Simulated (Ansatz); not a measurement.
in.yaml

```yaml
crystal:
  periodic: [false, false, false]
  atoms:
    - {symbol: Si, position_ang: [0.000000, 0.000000, -3.243397]}
    - {symbol: Mg, position_ang: [0.000000, 0.000000, -0.632802]}
    - {symbol: H, position_ang: [0.000000, 0.000000, 3.876198]}
basis:
  gaussian: {orbitals: 6-31G}
magnetization: {spin_polarized: true, initial_magnetization: 1}
correlation: {method: ccsdtq, electrons: outside_noble_gas}
```

```sh
$ ansatz run in.yaml --threads 1 --pin off --events-out ev --progress --plain --max-ram 2393MiB
```

The program prints:

```
537 factors; integrals over basis functions are off by at most 1.4e-7 eV
mean field evaluation 1: about -13297.7671 eV, gradient 1.0e1 eV
mean field evaluation 2: about -13297.7731 eV, gradient 1.0e1 eV
mean field evaluation 4: about -13299.2727 eV, gradient 7.0e0 eV
mean field evaluation 8: about -13301.2252 eV, gradient 1.1e0 eV
mean field evaluation 16: about -13303.7646 eV, gradient 3.1e-3 eV
mean field evaluation 32: about -13304.0313 eV, gradient 4.6e-6 eV
mean field evaluation 64: about -13301.1754 eV, gradient 3.7e-3 eV
mean field evaluation 96: about -13303.2192 eV, gradient 2.8e0 eV
mean field evaluation 128: about -13304.0311 eV, gradient 4.7e-2 eV
mean field evaluation 160: about -13302.9575 eV, gradient 4.7e0 eV
...
mean field -13304.84061268 eV, -488.9438741709 hartree, gradient 2.6e-6 eV, S^2 2.464145; 26 other end points of the search recorded, 0 dependent functions left out
determinant -13304.84061268 eV, -488.9438741709 hartree, with singles and doubles -13306.12628347 eV, -488.9911217013 hartree
determinant -13304.25887199 eV, -488.9224955952 hartree, with singles and doubles -13306.10930275 eV, -488.9904976713 hartree
determinant -13304.03128009 eV, -488.9141317469 hartree, with singles and doubles -13305.65310343 eV, -488.9737326556 hartree
determinant -13304.01922691 eV, -488.9136888009 hartree, with singles and doubles -13305.79534025 eV, -488.9789597623 hartree
determinant -13304.01382321 eV, -488.9134902184 hartree, with singles and doubles -13305.67999873 eV, -488.9747210395 hartree
determinant -13303.90963023 eV, -488.9096611973 hartree, with singles and doubles -13305.39947612 eV, -488.9644120238 hartree
determinant -13303.76349301 eV, -488.9042907534 hartree, with singles and doubles -13305.81521932 eV, -488.9796903044 hartree
determinant -13303.76289698 eV, -488.9042688495 hartree, with singles and doubles -13305.21582534 eV, -488.9576629821 hartree
determinant -13303.73292554 eV, -488.9031674195 hartree, with singles and doubles -13305.18630648 eV, -488.9565781839 hartree
determinant -13303.29641290 eV, -488.8871258759 hartree, with singles and doubles -13304.60267383 eV, -488.9351300797 hartree
determinant -13303.24616768 eV, -488.8852793980 hartree, with singles and doubles -13304.38427537 eV, -488.9271040844 hartree
determinant -13303.22040374 eV, -488.8843325907 hartree, with singles and doubles -13304.35864984 eV, -488.9261623634 hartree
determinant -13302.84191338 eV, -488.8704233267 hartree, with singles and doubles -13305.09835515 eV, -488.9533460322 hartree
determinant -13302.41547162 eV, -488.8547518808 hartree, with singles and doubles -13303.72211405 eV, -488.9027701045 hartree
determinant -13301.82797336 eV, -488.8331617180 hartree, with singles and doubles -13304.34005718 eV, -488.9254790959 hartree
determinant -13301.82426649 eV, -488.8330254931 hartree, with singles and doubles -13303.63176357 eV, -488.8994497856 hartree
determinant -13301.17543568 eV, -488.8091814006 hartree, with singles and doubles -13304.62890960 eV, -488.9360942265 hartree
determinant -13304.84061268 eV, -488.9438741709 hartree, with singles and doubles -13306.15642763 eV, -488.9922294785 hartree
determinant -13304.25887199 eV, -488.9224955952 hartree, with singles and doubles -13306.13194412 eV, -488.9913297263 hartree
determinant -13304.03128009 eV, -488.9141317469 hartree, with singles and doubles -13305.91573710 eV, -488.9833842649 hartree
determinant -13304.01922691 eV, -488.9136888009 hartree, with singles and doubles -13305.93557517 eV, -488.9841133003 hartree
determinant -13304.01382321 eV, -488.9134902184 hartree, with singles and doubles -13305.91832109 eV, -488.9834792247 hartree
determinant -13303.76349301 eV, -488.9042907534 hartree, with singles and doubles -13305.96344665 eV, -488.9851375584 hartree
determinant -13304.23334491 eV, -488.9215574922 hartree, with singles and doubles -13306.15565986 eV, -488.9922012638 hartree
determinant -13304.23334491 eV, -488.9215574922 hartree, with singles and doubles -13306.15885049 eV, -488.9923185172 hartree
10 core orbitals not correlated: weight in the atoms' cores, before any rotation towards them, 1.000 or more for the frozen orbitals, at most 0.000 for the correlated occupied ones
reference -13304.84061268 eV, -488.9438741709 hartree; 4, 3 occupied and 14, 15 virtual orbitals, 537 factors
second order -0.72189690 eV of doubles, -0.00000000 eV of singles
...
cycle  74  -1.42210764 eV  change    2.5e-5 eV  update   6.8e-6
cycle  75  -1.42208270 eV  change    2.5e-5 eV  update   4.4e-6
cycle  76  -1.42206941 eV  change    1.3e-5 eV  update   7.0e-6
cycle  77  -1.42207311 eV  change   -3.7e-6 eV  update   6.7e-6
cycle  78  -1.42208432 eV  change   -1.1e-5 eV  update   4.7e-6
cycle  79  -1.42208749 eV  change   -3.2e-6 eV  update   2.8e-6
cycle  80  -1.42208967 eV  change   -2.2e-6 eV  update   1.6e-6
cycle  81  -1.42209188 eV  change   -2.2e-6 eV  update   9.2e-7
cycle  82  -1.42209297 eV  change   -1.1e-6 eV  update   4.2e-7
cycle  83  -1.42209298 eV  change   -6.8e-9 eV  update   2.6e-7
Total energy: -13306.26270565 eV, -488.9961351240 hartree
```

The determinant's ⟨S²⟩ is 2.46 against 0.75 for a pure state. The T1 diagnostic is 0.108.

For the same geometry and basis full CI lies 4.8 meV higher. By full CI's occupations no single determinant describes the state well. The determinant fills πx and πy unequally, so it is a mixture of Σ and Δ.

Ran on 1 thread of Arm Neoverse V1, shared host: 65 s wall, 0.19 GiB peak host memory.
